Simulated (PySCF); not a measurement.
## Simulated absorption spectrum

Species: C4H6FN.
Bonds: N1–C2 (double), C2–C3, C3–C4, C4–F5, C4–C6, C2–C6. Hydrogens: H7 on N1; H8, H9 on C3; H10 on C4; H11, H12 on C6.

Level of theory: TDDFT wB97X-D/def2-SVPD, vertical, gas phase, core orbitals frozen in the response (PySCF 2.14.0, density-fitted response routines). Isolated species at its PBE0-D3(BJ)/def2-SVP geometry (one conformer only).

Computed states:

```csv
state,E (eV),f
S1,5.31,0.0026
S2,7.54,0.043
S3,7.74,0.149
S4,7.86,0.016
S5,8.32,0.097
S6,8.39,0.0053
S7,8.65,0.0070
S8,8.86,0.0009
S9,9.13,0.042
S10,9.22,0.030
```

Each state is given a Gaussian of 0.5 eV full width at half maximum, with ε(max) = 2.175×10⁸ f / Δν̃ (Δν̃ the width in cm⁻¹). The cross-section is σ = 3.8235×10⁻²¹ ε cm², given in Mb (10⁻¹⁸ cm²). The width is an assumption, not a result. The curve ends short of the highest state used, and states not computed would add to its high-energy end.

Problem. Give the broadened spectrum and its maxima.

Solution. 
```csv
λ (nm),σ (Mb)
143.9,10.54
146.2,17.60
148.6,22.35
150.9,21.91
153.2,21.34
155.5,26.04
157.9,34.80
160.2,39.80
162.5,37.06
164.9,27.79
167.2,17.53
169.5,9.41
171.9,4.19
174.2,1.67
176.5,0.58
178.9,0.17
181.2,0.04
183.5,0.01
185.9,0.00
188.2,0.00
190.5,0.00
192.9,0.00
195.2,0.00
197.5,0.00
199.9,0.00
202.2,0.00
204.5,0.00
206.9,0.00
209.2,0.01
211.5,0.02
213.8,0.04
216.2,0.07
218.5,0.12
220.8,0.19
223.2,0.27
225.5,0.36
227.8,0.44
230.2,0.50
232.5,0.54
234.8,0.54
237.2,0.50
239.5,0.45
241.8,0.38
244.2,0.30
246.5,0.23
248.8,0.17
251.2,0.12
253.5,0.08
255.8,0.05
258.2,0.03
260.5,0.02
262.8,0.01
265.2,0.01
267.5,0.00
269.8,0.00
272.1,0.00
```

Maxima: 234 nm (5.31 eV), ε about 140, made up of S1 (100%); 161 nm (7.72 eV), ε about 10000, made up of S2 (15%) and S3 (77%); 149 nm (8.30 eV), ε about 5900, made up of S5 (88%) (ε in L mol⁻¹ cm⁻¹; maxima over ε = 5, shares over 10%).

Problem. Coming from long wavelengths, where does ε first pass 100 L mol⁻¹ cm⁻¹?

Solution. At about 242 nm (5.13 eV), 0.18 eV below S1.

Problem. What would ε be at 7.72 eV, the highest of these maxima, with half the width (0.25 eV)?

Solution. About 17600 L mol⁻¹ cm⁻¹ against 10400, a factor of about 1.7; a lone state at its own centre would give exactly 2.

Problem. On this curve, what absorbance would a 10⁻⁵ mol/L sample give at 222 nm over a 1 cm path?

Solution. 222 nm is 5.585 eV, where ε is about 60 L mol⁻¹ cm⁻¹, so A = ε c l ≈ 0.0006 (Beer–Lambert, with the gas-phase spectrum and the assumed width).

The vertical ionisation energy (ΔSCF) is 9.93 eV, 0.72 eV above S10.
